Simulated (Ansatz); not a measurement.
# [NH$_{2}$···H···Si], triplet: the ladder up to UCCSDT(Q)

Geometry: a point of a hydrogen-transfer path between rigid fragments, not a stationary point.

```xyz
5

N    -1.7725   -0.0126   -0.0197
H    -2.0698    0.9552   -0.0197
H    -2.0698   -0.4149    0.8606
H    -0.4445   -0.0126   -0.0197
Si    1.0485   -0.0126   -0.0197
```

Basis cc-pVDZ; Ansatz 0.2.0. Correlated methods freeze the noble-gas cores, which leaves 12 electrons in 41 orbitals. Prefix R: restricted or restricted open-shell reference; prefix U: unrestricted. Active spaces: pair = (4e, 4o) about the gap.

Full CI isn't at hand for all of this; UCCSDT(Q) serves as the reference, and is uncertain by about the last step of the cluster series. The frozen core follows each run's orbitals, which can shift R against U totals by a few meV.

HF rows are the lowest solutions found. Coupled cluster chose its determinant by trial CCSD, here up to 0.29 eV above the lowest Hartree–Fock solution of its kind, and MP2 stands on that determinant too.

```
UHF ⟨S²⟩                            : 2.172
⟨S²⟩ of the determinant under UCCSD : 2.064
T1 diagnostic (RCCSD)               : 0.0564
largest doubles amplitude (RCCSD)   : 0.124
T1 diagnostic (UCCSD)               : 0.0605
```

```json
{"level": "RMP2", "E − E(RHF) (eV)": "-7.0341"}
{"level": "UMP2", "E − E(RHF) (eV)": "-6.9348"}
{"level": "RCCSD", "E − E(RHF) (eV)": "-7.9855"}
{"level": "UCCSD", "E − E(RHF) (eV)": "-7.9774"}
{"level": "RCCSD(T)", "E − E(RHF) (eV)": "-8.2576"}
{"level": "UCCSD(T)", "E − E(RHF) (eV)": "-8.2542"}
```

Problem. Estimate how far UCCSDT(Q) in cc-pVDZ lies from RCCSD(T). The table doesn't fix it; the size of (T) and the diagnostics are the guide.

Solution. UCCSDT(Q) in cc-pVDZ lies 6.1 kJ/mol below RCCSD(T), which is 23 % of the (T) step (-26.3 kJ/mol). T1 is raised, a doubles amplitude is large, but (T) still catches most of what CCSD lacks. The miss exceeds 1 kcal/mol.

The other levels:

```csv
level,E − E(UCCSDT(Q)) (kJ/mol),share of correlation (%),wall time
BCCD(T),6.2,99.23,15 s
RCCSDT,2.6,99.68,–
UCCSDT,2.7,99.66,–
RCCSDT(Q),0.0,100.00,74 s
CASSCF (pair space),718.9,10.45,–
NEVPT2 (pair space),113.0,85.93,4.1 s
MRCISD (pair space),80.5,89.97,–
MRCISD+Q (pair space),10.2,98.73,4.9 s
```

The correlation energy at UCCSDT(Q), counted from RHF, is -8.320 eV. That run took 70 s on 1 thread of Arm Neoverse V1, shared host.

Run but not shown, since their state or frozen core can't be matched to the reference's or they repeat it: UHF, CISD.

Times hold each run's SCF and search for its determinant on a shared host, so for small cases they say little of a method's own cost; they ran on 1 thread of Arm Neoverse V1.
